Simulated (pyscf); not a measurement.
Thermochemistry of product channels of H₃Si–CH₂–SiH₃ + hydrogen chloride (HCl) on the singlet surface, in kcal/mol, from CCSD(T)/def2-TZVPP + ΔMP2(QZVPP) energies (ideal gas, 1 atm, RRHO with modes under 100 cm⁻¹ raised to 100, one conformer, R ln 2 for chiral ones without a mode under 150 cm⁻¹). Single points on ωB97X-D3(BJ)/def2-SVP structures (PySCF, gas phase). MP2 and CC: frozen core, UHF for open shells. ΔMP2 is the change of the MP2 total energy from the triple- to the quadruple-zeta basis.

| products | ΔE | ΔH(298 K) | ΔG(900 K) | ΔG(1200 K) |
|---|---|---|---|---|
| H₃Si–Cl + methylsilane (H₃C–SiH₃) | -21.1 | -19.5 | -19.5 | -19.0 |
| silane (SiH₄) + H₃Si–CH₂–Cl | +18.9 | +18.9 | +19.8 | +20.5 |

These are energies of the channels, which say nothing of barriers. H₃Si–CH₂–Cl lies 42.9 kcal/mol over its isomer H₃C–SiH₂–Cl (electronic energy, ωB97M-D3(BJ)/def2-TZVP). The CCSD(T) − MP2 part came from Ansatz, without density fitting, on the same reference.
